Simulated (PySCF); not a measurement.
Compound: C6H8.
SMILES: `C(#C)[C@H]1[C@H](C1)C`

Linear response at PBE0/def2-SVPD (PySCF, frozen core in the response, non-relativistic). Isolated species at its PBE0-D3(BJ)/def2-SVP geometry, gas phase.

Static isotropic polarisability: 69.05 au (10.23 Å³), principal values 56.3, 63.7, 87.2 au.

Task: What is the polarisability at 1064 nm and at the sodium D line?

Result: 69.64 au at 1064 nm (+0.9 %), 71.05 au at 589.3 nm (+2.9 %). The rise at 589.3 nm is 3.36 times that at 1064 nm; a pure ω² law gives 3.26. The lowest singlet lies at 203 nm, shorter than both wavelengths.

Task: What is the isotropic C6 coefficient between two such molecules, C6 = (3/π)∫α(iω)² dω?

Result: 1929 au (Eh·bohr⁶) by a ten-point quadrature over imaginary frequencies, which is 1150 eV·Å⁶ or 111 J·nm⁶/mol.

Task: Which effective excitation energy ω̄ makes London's formula C6 = (3/4)α²ω̄ exact here?

Result: ω̄ = 4·C6/(3α²) = 0.540 Eh = 14.7 eV. A one-pole form α(ω) = α/(1 − ω²/ω̄²) fitted to the 1064 nm value gives 12.6 eV.

Task: What molar refraction at the D line follows from R = (4π/3)·N_A·α′, with α′ the polarisability volume?

Result: α′ = 10.53 Å³ gives R = 26.56 cm³/mol, for isolated, non-vibrating species.

Task: What three-body coefficient follows from the one-pole estimate C9 = (3/4)·α·C6?

Result: 99900 au. This is an estimate from the two numbers above, not a computed integral.

Task: What n − 1 at the D line would an ideal gas of it have at 273.15 K and 1 atm (2.6868 × 10¹⁹ cm⁻³), by n − 1 = 2π·N·α′?

Result: 17.77 × 10⁻⁴, a formal value whether or not that pressure can be reached.
